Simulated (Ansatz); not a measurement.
The same path of B2H4O (7 atoms, charge 0, multiplicity 1) was run twice with different band settings. Lost on the way: B2–H6. Made: O3–H6.

Computed with Ansatz 0.2.0, RKS PBE-D4/def2-SVP.

Relaxed end points:

```xyz
7
Properties=species:S:1:pos:R:3
B -1.005 0.180 -0.650
B 0.341 0.009 0.336
O 1.427 -0.774 0.075
H -2.008 -0.502 -0.505
H -1.101 1.080 -1.470
H 0.310 0.666 1.385
H 2.097 -0.727 0.782
```

```xyz
7
Properties=species:S:1:pos:R:3
B -1.108 0.118 -0.854
B -0.123 0.284 0.345
O 1.170 -0.157 0.846
H -2.062 -0.644 -0.755
H -1.146 0.960 -1.742
H 1.511 0.164 1.703
H 1.819 -0.794 0.412
```

Common settings: spring 5.0 eV/Å²; optimiser quadratic models (default); start path through a guess of the saddle point; force threshold 0.05 eV/Å; iteration limit 60; end points relaxed.

| run | movable images | climbing image |
| --- | --- | --- |
| 1 | 5 | yes |
| 2 | 2 | no |

Problem. What does each run give, and how far can it be trusted?

Solution. Run 1: converged after 22 iterations, highest image 3.966 eV above the first end. The profile has 2 maxima (images 1, 5) with wells between them (image 2): this band takes more than one step, which may be the mechanism or a detour left from its start path. Neighbouring images differ by up to 3.3 eV, so the band resolves the path poorly. A vibrational analysis at the climbing image gives one clearly imaginary mode, 296i cm⁻¹: a first-order saddle point.
Run 2: converged after 15 iterations, highest image 3.922 eV above the first end. The highest image is an end point: on this band no image between the ends rises above it. So few images can step over the top or miss a turn of the path.
The orbitals stay closed-shell, which can raise the energy where a bond breaks towards radicals; this wasn't checked here.
